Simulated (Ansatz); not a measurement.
# H3O+ (singlet): the correlation ladder at distance O1–H4 = 0.978 Å, 6-31G

How much of the correlation energy of H3O+ (singlet) does each wave-function method recover here?

Method: 6-31G, core rule «outside noble gas», up to 1 orbitals frozen; program: Ansatz 0.2.0, Gaussian basis.

To be run: UHF; CCSD(T) on RHF; BCCD(T) on RHF; CISD; CCSDT(Q) on RHF; CISDTQ; CCSDTQ on RHF; CASSCF and MRCISD+Q, 2 electrons in 2 orbitals; CASSCF and NEVPT2, 2 electrons in 2 orbitals; CASSCF and MRCISD+Q, 8 electrons in 7 orbitals; CASSCF and NEVPT2, 8 electrons in 7 orbitals; Full CI.

22 further runs of the same task are left out: 2 for a known fault of the program, 11 that didn't finish, 9 set aside as unsound or not needed.

## Step 1: The system

The geometry derives from a PBE0/def2-TZVP stationary point (not a proven minimum). One bond is set to the value named and the two fragments are kept rigid.

4 atoms, charge 1, spin multiplicity 1.

Atoms are counted from 1 here; the program's logs count them from 0.

Bond lengths: O1–H2 0.978 Å, O1–H3 0.978 Å, O1–H4 0.978 Å. Angles: H2–O1–H3 113.0°, H2–O1–H4 113.0°, H3–O1–H4 113.0°.

As a file:

```xyz
4
charge 1, multiplicity 1
O     0.0002   -0.0001   -0.0419
H     0.9410    0.0142    0.2253
H    -0.4835    0.8094    0.2180
H    -0.4600   -0.8219    0.2221
```

## Step 2: UHF

The input, in.yaml:

```yaml
crystal:
  periodic: [false, false, false]
  atoms:
    - {symbol: O, position_ang: [0.000157, -0.000104, -0.041923]}
    - {symbol: H, position_ang: [0.941031, 0.014170, 0.225305]}
    - {symbol: H, position_ang: [-0.483545, 0.809421, 0.218000]}
    - {symbol: H, position_ang: [-0.459974, -0.821935, 0.222149]}
basis:
  gaussian: {orbitals: 6-31G}
total_charge: 1
magnetization: {spin_polarized: true, initial_magnetization: 0}
hamiltonian: {xc: hf}
output: {orbitals: {seedname: orbitals}}
```

The run is started by

```bash
> ansatz run in.yaml --threads 1 --pin off --events-out ev --progress --plain --max-ram 2393MiB
```

The runs that follow: CCSD(T) on RHF; BCCD(T) on RHF; CISD; CCSDT(Q) on RHF; CISDTQ; CCSDTQ on RHF; CASSCF and MRCISD+Q, 2 electrons in 2 orbitals; CASSCF and NEVPT2, 2 electrons in 2 orbitals; CASSCF and MRCISD+Q, 8 electrons in 7 orbitals; CASSCF and NEVPT2, 8 electrons in 7 orbitals; Full CI.

Q: Predict the results of all the runs planned. Wanted: FCI below the RHF energy; RMP2 from FCI; RCCSD from FCI; RCCSD(T) from FCI; RCCSDT(Q) from FCI; NEVPT2 pair from FCI; MRCISD+Q pair from FCI; NEVPT2 valence from FCI; T1 diagnostic.

The runs gave:

| quantity | value |
| --- | --- |
| FCI below the RHF energy | -3.7729 eV |
| RMP2 from FCI | +257.4 meV |
| RCCSD from FCI | +41.8 meV |
| RCCSD(T) from FCI | +13.6 meV |
| RCCSDT(Q) from FCI | -0.3 meV |
| NEVPT2 pair from FCI | +182.8 meV |
| MRCISD+Q pair from FCI | +32.0 meV |
| NEVPT2 valence from FCI | +242.3 meV |
| levels within 1 kcal/mol (43 meV) | RCCSD, RCCSD(T), BCCD(T), RCCSDT, CISDTQ, RCCSDT(Q), RCCSDTQ, MRCISD+Q pair, MRCISD valence, MRCISD+Q valence |
| T1 diagnostic | 0.007 |
| effectively unpaired electrons | 0.02 |

**Reading.** RCCSD(T) misses by +13.6 meV, 0.4 % of the correlation energy. One determinant dominates. Of the multireference levels listed MRCISD+Q valence comes nearest in total energy (+6.1 meV), which doesn't show that its space is the better one. These misses are within one basis, not against nature.
